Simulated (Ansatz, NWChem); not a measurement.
# How methods differ on CF4 (tetrafluoromethane)

CF4: 5 atoms, total charge 0, spin state singlet. As SMILES, `FC(F)(F)F`. Geometry: relaxed at PBE0-D4/def2-TZVP.

Each level gives the vertical energy of the triplet above the singlet (eV). The values are calculated.

```tsv
level	kind	program	value (eV)
HF/aug-cc-pVDZ	Hartree–Fock	Ansatz	12.43
BLYP/aug-cc-pVDZ	GGA	Ansatz	10.75
revPBE/aug-cc-pVDZ	GGA	Ansatz	10.81
M06-2X/aug-cc-pVDZ	hybrid meta-GGA	NWChem	12.98
r2SCAN0/aug-cc-pVDZ	hybrid meta-GGA	Ansatz	12.46
CAM-B3LYP/aug-cc-pVDZ	range-separated hybrid	Ansatz	12.31
B2PLYP/aug-cc-pVDZ	double hybrid	NWChem	12.17
MP2/aug-cc-pVDZ	perturbation theory	Ansatz	13.53
```

The values span 10.75 to 13.53 eV.
